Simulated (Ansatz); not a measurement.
`B[S][AlH2]` → Al• + B• + 4 H• + S•  (atomization)

Calculated with Ansatz (gas phase, PBE0-D4/def2-TZVP geometries, no zero-point term in ΔE). CCSD(T)/CBS is the MP2 limit (def2-TZVPP, def2-QZVPP) plus CCSD(T) − MP2 in def2-TZVPP, frozen cores. This one scheme is used for every species, atoms too. Functionals use def2-TZVPP. B3LYP here is the variant with VWN-RPA as its local correlation; programs differ in this. No spin–orbit coupling; open shells (•) take unrestricted orbitals. Spin–orbit coupling would lower the free atoms: a little for Al, B, S.

| level | ΔE (kJ/mol) | difference from CCSD(T)/CBS |
| --- | --- | --- |
| B97M-V | 2150.5 | 52.6 |
| r2SCAN0-D4 | 2100.0 | 2.1 |
| B2PLYP | 2076.3 | -21.6 |
| r2SCAN | 2116.6 | 18.7 |
| B3LYP | 2078.8 | -19.1 |
| HF/def2-SVP | 1645.8 | -452.1 |
| MP2/def2-SVP | 1995.5 | -102.4 |
| CCSD/def2-SVP | 1968.4 | -129.5 |
| HF/def2-TZVPP | 1633.7 | -464.2 |
| MP2/def2-TZVPP | 2062.8 | -35.1 |
| SCS-MP2/def2-TZVPP | 2067.1 | -30.8 |
| CCSD/def2-TZVPP | 2021.9 | -76.0 |
| HF/def2-QZVPP | 1635.6 | -462.3 |
| MP2/def2-QZVPP | 2093.0 | -4.9 |
| SCS-MP2/def2-QZVPP | 2100.9 | 3.0 |
| MP2/CBS(def2) | 2114.2 | 16.3 |
| CCSD(T)/CBS | 2097.9 | 0 |

Task: What do rigid-rotor, harmonic-oscillator terms from PBE0-D4/def2-TZVP frequencies (298.15 K, 1 bar) make of the CCSD(T)/CBS value? (Estimate.)

Result: Ansatz gave: ΔZPE = -95.2 kJ/mol, ΔH = +2029.3 kJ/mol, ΔS = 643 J/(mol·K), ΔG = +1837.7 kJ/mol. Open shells count their whole term as degenerate.

Largest T1 diagnostic among the species: 0.018.

In def2-TZVPP, CCSD(T) changes the Hartree–Fock value by +413.0 kJ/mol (the triples alone add +24.7 kJ/mol) and MP2 by +429.2 kJ/mol; breaking electron pairs costs correlation energy, which Hartree–Fock lacks. From r2SCAN to r2SCAN0 (25 % exact exchange), in def2-TZVPP and without D4, ΔE moves by −20.0 kJ/mol: exact exchange takes away binding that semilocal exchange gives to molecules.

For atomizations the MP2-based limit and the directly extrapolated one differ by several kJ/mol either way, and by 10 to 25 for some Ge, Se and Sn compounds, so smaller differences from it don't rank the levels.
